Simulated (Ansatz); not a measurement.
in.yaml

```yaml
crystal:
  periodic: [false, false, false]
  atoms:
    - {symbol: Ti, position_ang: [0.000000, 0.000000, 0.000000]}
    - {symbol: Si, position_ang: [0.000000, 0.000000, 2.187442]}
basis:
  gaussian: {orbitals: def2-SVP, fitting: {mean_field: def2-universal-jkfit}}
magnetization: {spin_polarized: true, initial_magnetization: 2}
hamiltonian: {pseudopotentials: {relativity: none}}
correlation: {method: mp2, electrons: all}
```

```sh
$ ansatz run in.yaml --threads 1 --pin off --events-out ev --progress --plain --max-ram 2393MiB
```

The program prints:

```
392 factors; integrals over basis functions are off by at most 2.2e-1 eV
mean field evaluation 1: about -30929.8150 eV, gradient 2.6e1 eV
mean field evaluation 2: about -30915.4765 eV, gradient 5.6e1 eV
mean field evaluation 4: about -30937.4298 eV, gradient 2.7e0 eV
mean field evaluation 8: about -30937.9576 eV, gradient 1.5e0 eV
mean field evaluation 16: about -30918.6464 eV, gradient 1.1e2 eV
mean field evaluation 32: about -30923.3132 eV, gradient 9.9e1 eV
mean field evaluation 64: about -30939.2708 eV, gradient 1.7e0 eV
mean field evaluation 96: about -30939.6722 eV, gradient 6.6e-1 eV
mean field evaluation 128: about -30939.3098 eV, gradient 1.2e0 eV
mean field evaluation 160: about -30938.7043 eV, gradient 2.0e0 eV
mean field evaluation 192: about -30939.8482 eV, gradient 2.9e-2 eV
mean field evaluation 224: about -30939.5333 eV, gradient 5.6e0 eV
mean field evaluation 256: about -30939.6516 eV, gradient 2.4e-1 eV
mean field evaluation 288: about -30939.7058 eV, gradient 1.8e-1 eV
mean field evaluation 320: about -30939.9736 eV, gradient 2.5e-1 eV
mean field evaluation 352: about -30939.9440 eV, gradient 4.7e-1 eV
mean field evaluation 384: about -30938.4790 eV, gradient 2.5e0 eV
mean field evaluation 416: about -30939.8386 eV, gradient 1.6e0 eV
mean field evaluation 448: about -30939.9302 eV, gradient 6.7e-1 eV
mean field evaluation 480: about -30939.9366 eV, gradient 2.9e0 eV
mean field evaluation 512: about -30937.9136 eV, gradient 7.8e-1 eV
mean field -30940.02083782 eV, -1137.0247938904 hartree, gradient 6.6e-9 eV, S^2 3.706291; 43 other end points of the search recorded, 0 dependent functions left out
reference -30940.02083782 eV, -1137.0247938904 hartree; 19, 17 occupied and 30, 32 virtual orbitals, 392 factors
second order -6.48663353 eV of doubles, -0.00000000 eV of singles
Total energy: -30946.50747135 eV, -1137.2631732759 hartree
```

Ran on 1 thread of Arm Neoverse V1, shared host: 21 s wall, 0.09 GiB peak host memory.
